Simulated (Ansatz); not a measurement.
Input file:

```yaml
crystal:
  periodic: [false, false, false]
  atoms:
    - {symbol: B, position_ang: [0.117621, 1.534671, 0.292432]}
    - {symbol: Ge, position_ang: [-0.047254, -0.146553, 1.183781]}
    - {symbol: Ga, position_ang: [0.029367, -0.122377, -1.276973]}
    - {symbol: H, position_ang: [0.112475, 2.566380, -0.116025]}
basis:
  gaussian: {orbitals: STO-3G}
magnetization: {spin_polarized: false, initial_magnetization: 1}
correlation: {method: sc_nevpt2, electrons: outside_noble_gas, active_space: {window: {electrons: 5, orbitals: 8}, states: [{multiplicity: 2, weights: [1, 1]}]}}
accuracy: high
```

```sh
$ ansatz run in.yaml --threads 1 --pin off --events-out ev --progress --plain --max-ram 2393MiB
```

Log:

```
612 factors; integrals over basis functions are off by at most 2.1e-8 eV
mean field evaluation 1: about -108229.2580 eV, gradient 1.4e1 eV
mean field evaluation 2: about -108229.2922 eV, gradient 1.4e1 eV
mean field evaluation 4: about -108231.2395 eV, gradient 6.9e0 eV
mean field evaluation 8: about -108230.3722 eV, gradient 1.1e1 eV
mean field evaluation 16: about -108235.7352 eV, gradient 2.4e-2 eV
mean field evaluation 32: about -108235.7468 eV, gradient 1.4e-1 eV
mean field evaluation 64: about -108235.7570 eV, gradient 1.3e-2 eV
mean field evaluation 96: about -108233.5044 eV, gradient 6.6e0 eV
mean field evaluation 128: about -108230.4039 eV, gradient 9.5e0 eV
mean field -108235.75862323 eV, -3977.5907645715 hartree, gradient 6.7e-8 eV, S^2 0.750000; 11 other end points of the search recorded, 0 dependent functions left out
reference -108235.75862323 eV, -3977.5907645715 hartree; 35, 34 occupied and 7, 8 virtual orbitals, 612 factors
state -108237.72225500 eV, -3977.6629267081 hartree
state -108236.73310481 eV, -3977.6265761092 hartree
state -108237.72225500 eV, -3977.6629267081 hartree; corrected -108239.56000935 eV, -3977.7304629348 hartree
state -108236.73310481 eV, -3977.6265761092 hartree; corrected -108238.38712924 eV, -3977.6873603856 hartree
Total energy: -108238.97356929 eV, -3977.7089116602 hartree
```

The total printed last is the weighted mean of the 2 states, 0.586 eV above the lowest of them, and is no single state's energy.

Ran on 1 thread of Intel Xeon, shared host: 25 s wall, 0.22 GiB peak host memory.
